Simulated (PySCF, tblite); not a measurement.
## A complex of chloride and 4 × ammonia

A gas-phase complex of chloride and 4 × ammonia; charge -1, singlet. The structure comes from a short search (6 tight-binding starts) and was relaxed by PBE0-D3(BJ)/def2-SVPD; another way of binding may lie lower. No frequency run checks that it is a minimum.

```
part      name  SMILES  atoms  charge  multiplicity
   1  chloride   [Cl-]      1      -1             1
   2   ammonia       N    2–5       0             1
   3   ammonia       N    6–9       0             1
   4   ammonia       N  10–13       0             1
   5   ammonia       N  14–17       0             1
```

```csv
atom,part,x (Å),y (Å),z (Å)
Cl1,1,-4.352,1.479,-2.152
N2,2,-1.568,2.449,-0.413
H3,2,-1.032,2.446,-1.281
H4,2,-2.476,2.053,-0.688
H5,2,-1.132,1.768,0.202
N6,3,-3.428,4.675,-1.646
H7,3,-4.120,5.209,-1.128
H8,3,-2.719,4.383,-0.971
H9,3,-3.886,3.791,-1.911
N10,4,-1.530,2.697,-3.565
H11,4,-2.337,2.140,-3.250
H12,4,-1.480,2.579,-4.573
H13,4,-1.822,3.660,-3.408
N14,5,-2.626,6.215,-4.203
H15,5,-3.080,5.663,-4.926
H16,5,-2.872,5.757,-3.310
H17,5,-1.628,6.074,-4.333
```

```tsv
contact	kind (by geometry)	distance (Å)	angle (°)
H16···N6	hydrogen bond	2.061	174
H9···Cl1	hydrogen bond	2.371	162
H11···Cl1	hydrogen bond	2.388	162
H4···Cl1	hydrogen bond	2.448	158
H8···N2	hydrogen bond	2.319	138
H3···N10	hydrogen bond	2.351	136
```

Interaction energies are complex less parts, with the parts frozen as they stand in it; counterpoise-corrected, in kcal/mol (PySCF).

**Question.** Give the interaction energy at each level run.

**Answer.** 
| level | interaction | superposition error removed |
| --- | --- | --- |
| wB97M-D3(BJ)/def2-SVPD | -34.71 | -4.44 |
| PBE0-D3(BJ)/def2-SVPD | -36.00 | -4.27 |

**Question.** What holds them together? Decompose the wB97M-D3(BJ)/def2-SVPD energy: frozen parts, their antisymmetrised product, then relaxation.

**Answer.** electrostatic -49.0, Pauli repulsion +40.4, orbital relaxation -24.2, dispersion correction -6.4 kcal/mol, which sum to the value before the counterpoise correction; the Pauli term holds the exchange-correlation of the frozen density too. Of the attraction, 62 % is electrostatic, 30 % is orbital relaxation, 8 % is dispersion correction.

The parts were also relaxed and run alone, at the levels used for the complex: shieldings by PBE0/aug-pcSseg-1; core levels by delta-SCF with SCAN, aug-pcX-2 on the ionised atom and aug-pcseg-1 elsewhere, spin-free X2C (2p3/2 is the spin-free 2p value less a third of a first-order spin-orbit splitting).

**Question.** What does binding change?

**Answer.** 
```
                 property   alone  in the complex  change
         N14–H16 bond (Å)   1.016           1.033  +0.017
   shielding of H16 (ppm)   31.35           25.80   -5.55
    shielding of N6 (ppm)   258.5           236.5   -21.9
    shielding of H9 (ppm)   31.35           27.02   -4.33
   shielding of Cl1 (ppm)  1149.1          1035.5  -113.7
Cl1 2p3/2 core level (eV)  196.90          198.17   +1.27
    N6 1s core level (eV)  405.54          400.73   -4.80
   N14 1s core level (eV)  405.54          401.34   -4.19
```
